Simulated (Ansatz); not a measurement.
Input file:

```yaml
crystal:
  periodic: [false, false, false]
  atoms:
    - {symbol: C, position_ang: [0.000000, 0.000000, 0.000000]}
    - {symbol: Li, position_ang: [0.000000, 0.000000, 2.280000]}
basis:
  gaussian: {orbitals: 6-31G}
total_charge: 1
magnetization: {spin_polarized: false, initial_magnetization: 4}
correlation: {method: sc_nevpt2, electrons: outside_noble_gas, active_space: {window: {electrons: 4, orbitals: 8}}}
accuracy: high
```

```sh
$ ansatz run in.yaml --threads 1 --pin off --events-out ev --progress --plain --max-ram 2393MiB
```

Output:

```
403 factors; integrals over basis functions are off by at most 2.7e-9 eV
mean field evaluation 1: about -1219.6149 eV, gradient 3.5e0 eV
mean field evaluation 2: about -1219.6254 eV, gradient 3.5e0 eV
mean field evaluation 4: about -1219.6730 eV, gradient 1.1e0 eV
mean field evaluation 8: about -1219.6978 eV, gradient 6.9e-4 eV
mean field -1219.69777557 eV, -44.8230665115 hartree, gradient 3.2e-8 eV, S^2 6.000000; 0 other end points of the search recorded, 0 dependent functions left out
reference -1219.69777557 eV, -44.8230665115 hartree; 6, 2 occupied and 12, 16 virtual orbitals, 403 factors
state -1220.06406688 eV, -44.8365274687 hartree
state -1220.06406688 eV, -44.8365274687 hartree; corrected -1220.06522152 eV, -44.8365699010 hartree
Total energy: -1220.06522152 eV, -44.8365699010 hartree
```

Natural occupations: 0.9982 0.9955 0.9955 0.9952 0.0048 0.0045 0.0045 0.0018.

Ran on 1 thread of Arm Neoverse V1, shared host: 0.3 s wall, 0.07 GiB peak host memory.
